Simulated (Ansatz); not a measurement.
Working through an active-space calculation of N2O, SMILES N#[N+][O-]

With the Ansatz DFT code, driven from Python.

The cells in order, each with its output:

```python
from dataclasses import dataclass

import ansatz as az
```

```python
@dataclass(frozen=True)
class Options:
    basis: str = "def2-SVP"
```

```python
cfg = Options()
```

```python
GEOMETRY = """
N    -0.50432    0.98687   -0.16552
N    -0.00666    0.01309   -0.00218
O     0.51098   -0.99995    0.16769
"""
```

```python
geometry = az.Crystal.molecule()
for line in GEOMETRY.strip().splitlines():
    symbol, *xyz = line.split()
    geometry = geometry.atom(symbol, [float(v) for v in xyz])
```

```python
job = geometry.calculation().basis(gaussian=cfg.basis).correlation(active_electrons=4, active_orbitals=4)
for method in [None]:
    rep = (job if method is None else job.correlation(method)).run().report
    space = rep["configurations"]
    state = space["states"][0]
    print(method or "casscf", f"total {rep['free_energy_ev'] / 27.211386246:.6f} Ha, active-space state {state['energy']['hartree']:.6f} Ha, mean field {rep['reference_energy_ev'] / 27.211386246:.6f} Ha")
    print("  determinants", state["n_determinants"], " natural occupations", [round(n, 3) for n in space["natural_occupations"]])
print("effectively unpaired electrons, sum of min(n, 2 - n):", round(sum(min(n, 2 - n) for n in space["natural_occupations"]), 3))
```

    casscf total -183.619214 Ha, active-space state -183.619214 Ha, mean field -183.531762 Ha
      determinants 36  natural occupations [1.936, 1.936, 0.064, 0.064]
    effectively unpaired electrons, sum of min(n, 2 - n): 0.258

What to keep in mind:
- The settings weren't tested for convergence.
- The geometry is a force-field or estimated start, not a minimum of this method, and the basis set is short of its limit. The active space starts as a window about the frontier orbitals and is then optimised, not chosen by chemistry.
- Timing: 0.8 s on 1 thread of Arm Neoverse V1, with other jobs on the host, peak memory 0.14 GiB.
